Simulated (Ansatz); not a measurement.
# AlClO, SMILES [O]=[Al][Cl]: a composite energy at a relaxed geometry

Computed with the Ansatz DFT code, driven from Python.

Notebook, run cell by cell (the value of a cell's last expression is shown):

In [1]:
```python
import itertools

import ansatz
from ase import Atoms
from ase.data import atomic_numbers, covalent_radii
import numpy as np

atoms = Atoms(["O", "Al", "Cl"], positions=[
    (0.10747, 1.69426, 0.24596),
    (0.00934, 0.14722, 0.02138),
    (-0.11682, -1.84149, -0.26733),
])
alclo = ansatz.Crystal.molecule_from_ase(atoms)
```

In [2]:
```python
job = (
    alclo.calculation()
    .basis(gaussian="def2-SVP")
    .functional("pbe0", dispersion="d4")
    .accuracy("medium")
)
symbols = [site.symbol for site in alclo.cartesian_sites]
start = np.array([site.position_ang for site in alclo.cartesian_sites], dtype=float)
r = job.relax(force_tolerance=0.01, max_steps=100).run(threads=1, pin="off").report
end = np.array(r["positions_ang"])
# pairs closer than 1.2 times the sum of covalent radii, before or after
radius = [covalent_radii[atomic_numbers[s]] for s in symbols]
span = lambda where, i, j: np.linalg.norm(where[i] - where[j])
bonded = [(i, j) for i, j in itertools.combinations(range(len(symbols)), 2) if min(span(start, i, j), span(end, i, j)) < 1.2 * (radius[i] + radius[j])]
print("pair        before    after (A)")
for i, j in bonded:
    print(f"{symbols[i]}{i}-{symbols[j]}{j}".ljust(10), f"{span(start, i, j):8.4f} {span(end, i, j):8.4f}")
for first, second in list(itertools.combinations(bonded, 2)):
    shared = set(first) & set(second)
    if shared and symbols[(j := shared.pop())] != "H":
        i, k = sorted((set(first) | set(second)) - {j})
        u, v = end[i] - end[j], end[k] - end[j]
        angle = np.degrees(np.arccos(np.clip(u @ v / np.linalg.norm(u) / np.linalg.norm(v), -1, 1)))
        print(f"final angle {symbols[i]}{i}-{symbols[j]}{j}-{symbols[k]}{k}: {angle:.2f} deg")
```
```text
pair        before    after (A)
O0-Al1       1.5663   1.5997
Al1-Cl2      2.0135   2.0663
final angle O0-Al1-Cl2: 180.00 deg
```

In [3]:
```python
minimum = ansatz.Crystal.molecule()
for symbol, place in zip(symbols, end):
    minimum = minimum.atom(symbol, place.tolist())
at_minimum = minimum.calculation()
# MP2 extrapolated to the basis limit, plus the small-basis difference CCSD(T) - MP2
level = lambda method, basis: at_minimum.basis(gaussian=basis).correlation(method).run(threads=1, pin="off").report
small, large, cluster = level("mp2", "cc-pVDZ"), level("mp2", "cc-pVTZ"), level("ccsd_t", "cc-pVDZ")
corr = lambda each: (each["free_energy_ev"] - each["reference_energy_ev"]) / 27.211386246
mp2_limit = (27 * corr(large) - 8 * corr(small)) / 19
pieces = {"HF / cc-pVTZ": large["reference_energy_ev"] / 27.211386246, "MP2 correlation, DZ-TZ limit": mp2_limit, "CCSD(T) - MP2 / cc-pVDZ": corr(cluster) - corr(small)}
for name, value in pieces.items():
    print(f"{name:32s} {value:14.6f} Ha")
print(f"{'sum':32s} {sum(pieces.values()):14.6f} Ha")
print("T1 diagnostic", round(cluster["correlation"]["coupled_cluster"]["t1_diagnostic"], 4))
```
```text
HF / cc-pVTZ                        -776.377280 Ha
MP2 correlation, DZ-TZ limit          -0.555430 Ha
CCSD(T) - MP2 / cc-pVDZ               -0.019543 Ha
sum                                 -776.952253 Ha
T1 diagnostic 0.0282
```

These settings explore the input space; basis and method may be short of convergence. The sum leaves out core correlation, relativity, the Hartree-Fock basis error and zero-point energy; a DZ-TZ extrapolation is rough. Inner cores stay frozen, so this is valence correlation. For Al to Cl the sets with a tight d function, cc-pV(X+d)Z, are usual. An extrapolation from small basis sets is rough. It ran for 6.2 s on 1 thread of Arm Neoverse V2 (shared host), peak memory 0.21 GiB.
